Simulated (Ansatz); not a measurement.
The input, for Ansatz 0.2.0:

```yaml
crystal:
  periodic: [false, false, false]
  atoms:
    - {symbol: B, position_ang: [0.000000, 0.000000, 1.085879]}
    - {symbol: Ga, position_ang: [0.000000, 0.000000, -0.828593]}
    - {symbol: N, position_ang: [0.000000, 0.000000, -2.525627]}
    - {symbol: H, position_ang: [0.000000, 0.000000, 2.268340]}
basis:
  gaussian: {orbitals: cc-pVDZ}
total_charge: 1
magnetization: {spin_polarized: true, initial_magnetization: 1}
correlation: {method: mp2, electrons: outside_noble_gas}
output: {forces: true}
```

```sh
$ ansatz run in.yaml --threads 1 --pin off --events-out ev --progress --plain --max-ram 2393MiB
```

Log:

```
637 factors; integrals over basis functions are off by at most 9.4e-4 eV
mean field evaluation 1: about -54460.8173 eV, gradient 6.0e1 eV
mean field evaluation 2: about -54460.8708 eV, gradient 6.0e1 eV
mean field evaluation 4: about -54482.9065 eV, gradient 1.8e1 eV
mean field evaluation 8: about -54487.3240 eV, gradient 2.7e0 eV
mean field evaluation 16: about -54488.5793 eV, gradient 6.5e0 eV
mean field evaluation 32: about -54490.8035 eV, gradient 1.6e-5 eV
mean field evaluation 64: about -54460.8173 eV, gradient 6.0e1 eV
mean field evaluation 96: about -54489.8628 eV, gradient 2.6e-6 eV
mean field evaluation 128: about -54489.8815 eV, gradient 3.6e-1 eV
mean field evaluation 160: about -54490.5677 eV, gradient 2.6e0 eV
mean field evaluation 192: about -54487.9708 eV, gradient 1.7e1 eV
mean field evaluation 224: about -54486.5250 eV, gradient 4.6e0 eV
mean field evaluation 256: about -54486.5074 eV, gradient 6.7e0 eV
mean field evaluation 288: about -54488.8846 eV, gradient 3.4e-1 eV
mean field -54490.80352500 eV, -2002.5000943507 hartree, gradient 1.5e-6 eV, S^2 1.733343; 17 other end points of the search recorded, 0 dependent functions left out
16 core orbitals not correlated: weight in the atoms' cores, before any rotation towards them, 0.871 or more for the frozen orbitals, at most 0.125 for the correlated occupied ones
reference -54490.80352500 eV, -2002.5000943507 hartree; 6, 5 occupied and 38, 39 virtual orbitals, 637 factors
second order -4.95861555 eV of doubles, -0.00000000 eV of singles
the calculation of the forces begins
Total energy: -54495.76214056 eV, -2002.6823201112 hartree
Atom 0 at     0.000000     0.000000     1.085879 Å, force     0.000000    -0.000000     1.701446 eV/Å
Atom 1 at     0.000000     0.000000    -0.828593 Å, force    -0.000000     0.000000     4.122138 eV/Å
Atom 2 at     0.000000     0.000000    -2.525627 Å, force     0.000000    -0.000000    -5.886951 eV/Å
Atom 3 at     0.000000     0.000000     2.268340 Å, force    -0.000000    -0.000000     0.063367 eV/Å
Dipole moment:    -0.000000     0.000000     0.766042 e Å
```

Forces (eV/Å):
```
B    0.000  0.000  1.701
Ga   0.000  0.000  4.122
N    0.000  0.000 -5.887
H    0.000  0.000  0.063
```

Ran on 1 thread of Arm Neoverse V2, shared host: 7.5 s wall, 0.19 GiB peak host memory.
